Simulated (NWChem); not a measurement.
# Correlation energy of S (+1)

```
S
```
Charge +1, spin multiplicity 4.

All runs are NWChem calculations.

Basis set: def2-SVP. Each correlation energy counts from its own Hartree-Fock reference.

The correlated methods keep 5 core orbitals frozen. No SCF solution was tested for a lower state. Open-shell Hartree-Fock references start from PBE0 orbitals. Coupled-cluster values serve here as a point of comparison, not as the truth.

Task: Order these methods by the correlation energy they give, lowest first: UMP2, SCS-UMP2, CCSD on UHF, CCSD[T] on UHF.

Result: CCSD[T] on UHF (-87.6 mHa), CCSD on UHF (-86.7 mHa), UMP2 (-68.3 mHa), SCS-UMP2 (-66.1 mHa)
